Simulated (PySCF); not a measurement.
**NP: calculation against experiment**

**Experimental background.**

NIST CCCBDB Release 22 (SRD 101), experimental dipoles lists, for the gas: dipole moment (microwave Stark effect, equilibrium value μe) 2.751 ± 0.0008 D.

From Liu, Meijer, Perez-Rios, Phys. Chem. Chem. Phys. 22 (2020) 24191, for the gas: dipole moment 2.7514 D.

The runs below try to reproduce these values; the comparison stands at the end.

NP.
Atom-mapped SMILES: `[N:1]#[P:2]`

Structure used (BHandHLYP/6-31+G*), in Å, numbered top down from 1:
```
atom  x, y, z in Å
N1     0.7375   -0.0055   -0.0001
P2    -0.7349    0.0017   -0.0087
```

The PySCF runs (gas phase, on this BHandHLYP/6-31+G* geometry; no spin–orbit coupling):

| level | job | basis functions | wall time |
| --- | --- | --- | --- |
| BHandHLYP/6-31+G*, grid level 1 | geometry optimisation from a GFN2-xTB start | 40 | 1.7 s |

Hardware: an Arm Neoverse N1 with one thread, shared host.

All basis functions are spherical.

Results beside the measurements:

**Dipole moment.** Measured: 2.751 D (NIST CCCBDB Release 22 (SRD 101), experimental dipoles) and 2.7514 D (Liu, Meijer, Perez-Rios, Phys. Chem. Chem. Phys. 22 (2020) 24191). Differences are taken against the first.

```
            level  computed (D)  computed − measured (D)  % (from the printed values)
BHandHLYP/6-31+G*         2.989                   +0.238                           +9
```

The computed dipoles belong to one fixed geometry; measured ones are averaged over vibrations unless marked μe. Magnitudes are compared, not signs.

The geometry is computed, not the measured one. Where a level misses, the cause wasn't examined.
